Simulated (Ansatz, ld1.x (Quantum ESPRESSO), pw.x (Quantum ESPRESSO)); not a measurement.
## Mo (Z = 42): one change to the TM potential, in the atom and in the bcc crystal

```json
{
 "Element": "Mo (Z = 42)",
 "Generator": "ld1.x (Quantum ESPRESSO) 7.5",
 "Type": "norm-conserving Troullier–Martins (Kleinman–Bylander form)",
 "Functional": "PBE",
 "Relativity": "scalar-relativistic",
 "Frozen core": "[Ar] 3d10 4s2",
 "Valence charge": "12",
 "Reference configuration": "4p6 4d5 5s1 5p0",
 "Partial waves": "5s (bound): rc 2.45 bohr; 4p (bound): rc 1.65 bohr; 4d (bound): rc 2.35 bohr; 4f channel at 0.45 Ry: rc 2.65 bohr",
 "Local potential": "all-electron potential smoothed inside 2.20 bohr (lloc = -2)",
 "Core correction": "a·sin(br)/r model core, default radius (core density twice the valence density)"
}
```

Change: local potential all-electron potential smoothed inside 1.35 bohr (lloc = -1).

Cutoffs, loose and tight: the cutoffs (Ry, on a coarse ladder) from which the occupation-weighted sum of valence levels, in a spherical-Bessel basis at the reference potential, stays within 10 and 1 mRy of its value at 400 Ry. They do not see the model core or the augmentation charge, which bear on the density cutoff. Test errors are all-electron minus pseudo excitation energies from the reference, over the configurations 4p6 4d5 5s0 5p0; 4p6 4d4 5s0 5p0; 4p6 4d3 5s0 5p0; 4p6 4d4 5s1 5p1; 4p6 4d5.5 5s0.5 5p0; 4p6 4d4 5s2 5p0; 4p5 4d5 5s1 5p0; variants that change the core or the reference have their own tests.

Crystal test: bcc Mo in pw.x 7.5, no spin, 15³ k-points, Fermi–Dirac smearing 0.01 Ry, cutoffs set for each file from its atomic test. The reference is all-electron LAPW (Ansatz 0.2.0) with the same functional, mesh and smearing; V0 and B0 come from Birch–Murnaghan fits to the pressures at five volumes. Errors are pseudo minus all-electron; Δ is the rms difference of the E(V) curves that follow from these fits, minima aligned, over ±6 % about the mean V0. Mesh and smearing are coarse, so the numbers serve the comparison and aren't converged zero-temperature values; the lattice is a test structure that the element need not adopt.

All-electron: a0 = 3.162 Å (V0 = 15.80 Å³/atom), B0 = 259.2 GPa.

Q: Does the change bring the crystal closer to the all-electron result?

A: The mean pressure error goes from +7.77 to +45.87 GPa, so the change moves the solid further from the all-electron pressures.

```csv
quantity,base,changed
outcome (atom),generated,generated
"cutoff, loose (atom)",45 Ry,45 Ry
"cutoff, tight (atom)",60 Ry,55 Ry
bound ghosts (atom),none,s
largest test error (meV) (atom),-103,-98
cutoffs in pw.x (Ry),75/300,70/280
a0 (Å),3.195,–
a0 error (%),+1.06,–
B0 error (%),-10.6,–
Δ (meV/atom),27.0,–
mean pressure error (GPa),+7.77,+45.87
```

A dash: not determined, or the minimum lies outside the volumes sampled.

Base: This is a poor potential for the solid. The free energy does not fall steadily as the cutoff rises, most likely since the density grid, which shrinks with it, is too coarse for the model core; the lower cutoffs are not converged. Changed file: This is a poor potential for the solid. Note: ghost state, extra bound levels that the all-electron valence spectrum of the same l lacks: s at -139.3 eV. A true bound ghost makes a file unfit for plane-wave use. The atomic cutoffs weigh occupied waves only.
